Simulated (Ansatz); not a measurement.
**BNH (doublet): from Hartree-Fock to the top rungs at distance B1–N2 = 4.209 Å, 6-31G**

An exercise on one series of results from a longer session: the logs are not shown, and one member is left open.

The runs use Ansatz 0.2.0, Gaussian basis; 6-31G, core rule «outside noble gas», up to 2 orbitals frozen.

Plan: UHF; CCSD(T) on UHF; BCCD(T) on ROHF; CISD; CCSDT(Q) on UHF; CISDTQ; CASSCF and MRCISD+Q, 3 electrons in 3 orbitals; CASSCF and NEVPT2, 3 electrons in 3 orbitals; CASSCF and MRCISD+Q, 9 electrons in 9 orbitals; CASSCF and NEVPT2, 9 electrons in 9 orbitals; Full CI.

24 further runs of the same task are left out: 5 for a known fault of the program, 16 that didn't finish, 3 set aside as unsound or not needed.

**The system**

The geometry derives from a PBE0/def2-TZVP stationary point (not a proven minimum). One bond is set to the value named and the two fragments are kept rigid.

3 atoms, charge 0, spin multiplicity 2.

Atoms are counted from 1 here; the program's logs count them from 0.

Bond lengths: N2–H3 0.993 Å.

Set-up of the first run:

in.yaml

```yaml
crystal:
  periodic: [false, false, false]
  atoms:
    - {symbol: B, position_ang: [0.000000, 0.000000, -3.136880]}
    - {symbol: N, position_ang: [0.000000, 0.000000, 1.072120]}
    - {symbol: H, position_ang: [0.000000, 0.000000, 2.064759]}
basis:
  gaussian: {orbitals: 6-31G}
magnetization: {spin_polarized: true, initial_magnetization: 1}
hamiltonian: {xc: hf}
output: {orbitals: {seedname: orbitals}}
```

Run with:

```bash
> ansatz run in.yaml --threads 1 --pin off --events-out ev --progress --plain --max-ram 2393MiB
```

Steps of the session up to this table: UHF; CCSD(T) on UHF; BCCD(T) on ROHF; CISD; CCSDT(Q) on UHF; CISDTQ; CASSCF and MRCISD+Q, 3 electrons in 3 orbitals; CASSCF and NEVPT2, 3 electrons in 3 orbitals; CASSCF and MRCISD+Q, 9 electrons in 9 orbitals; CASSCF and NEVPT2, 9 electrons in 9 orbitals; Full CI.

One table of the session follows, with a row left open; its other results are not shown here.

| method | from FCI (kcal/mol) |
| --- | --- |
| UHF | +68.92 |
| UMP2 | +20.19 |
| UCCSD | +0.68 |
| UCCSD(T) | +0.21 |
| BCCD(T) | ? |
| UCCSDT | +0.04 |
| UCCSDT(Q) | -0.01 |
| CASSCF pair | +71.83 |
| NEVPT2 pair | +21.19 |
| MRCISD pair | +4.53 |
| MRCISD+Q pair | -0.86 |
| CASSCF valence | +34.63 |
| NEVPT2 valence | +9.42 |
| MRCISD valence | +0.86 |
| MRCISD+Q valence | +0.03 |
| FCI | 0 |

**Question.** Estimate the row for BCCD(T).

The run gave: from FCI (kcal/mol): +0.23. In the column «from FCI (kcal/mol)» it lies between UCCSD(T) (+0.21) and UCCSD (+0.68).

Among the levels timed on like hardware and quicker than the yardstick, those that no quicker one beats, quickest first: NEVPT2 pair (0.39 s, +21.19 kcal/mol); MRCISD+Q pair (0.51 s, -0.86 kcal/mol); UCCSD(T) (2 s, +0.21 kcal/mol); MRCISD+Q valence (3.9 s, +0.03 kcal/mol); UCCSDT(Q) (7.5 s, -0.01 kcal/mol).

Not comparable, so not listed: CISD; CISDTQ (they don't share determinant, frozen orbitals or solution with the rows shown, or repeat one).

To keep in mind: The determinant is far from a pure spin state, so its energy mixes those of several spin states (harmless only where they are near-degenerate, as at dissociation). The report flags that the cluster equations may have other roots. The yardstick is full CI for this spin, exact in this basis with these frozen cores. The program flags BCCD(T) as in doubt, so those rows may rest on another solution; read them beside their warnings. MRCISD+Q pair falls below full CI: the +Q correction isn't variational, and the cores differ from full CI's. Of the multireference levels listed MRCISD+Q valence comes nearest in total energy (+0.03 kcal/mol), which doesn't show that its space is the better one. Levels on UHF freeze UHF's core orbitals, full CI those of ROHF, so the U rows can settle a little off it for that reason alone. Warnings in the runs' records: other roots.
